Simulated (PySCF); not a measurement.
## AlH3: umbrella curve

These are results of PySCF, PBE0, basis Al def2-TZVP, H def2-TZVP (no relativity, density fitting), not measurements.

Rigid scan from the singlet minimum (Al–H 1.586 Å (×3); H–Al–H 120.0° (×3)). Coordinate: angle between each bond and the threefold axis, bonds fixed. Energies in kJ/mol from the minimum.

(1) Predict the curve at 55, 60, 65, 70, 75, 80, 85, 90.

Results:

(1) 
| angle of the bonds to the threefold axis (°) | E (kJ/mol) | dipole size (D) |
| --- | --- | --- |
| 55 | 239.9 | 3.98 |
| 60 | 173.1 | 3.51 |
| 65 | 118.4 | 3.00 |
| 70 | 74.8 | 2.45 |
| 75 | 41.7 | 1.87 |
| 80 | 18.4 | 1.26 |
| 85 | 4.6 | 0.63 |
| 90 | 0.0 | 0.00 |

The scan took 2.9 s on 2 threads of a shared Arm Neoverse V1 host; the process peaked at 0.7 GiB.
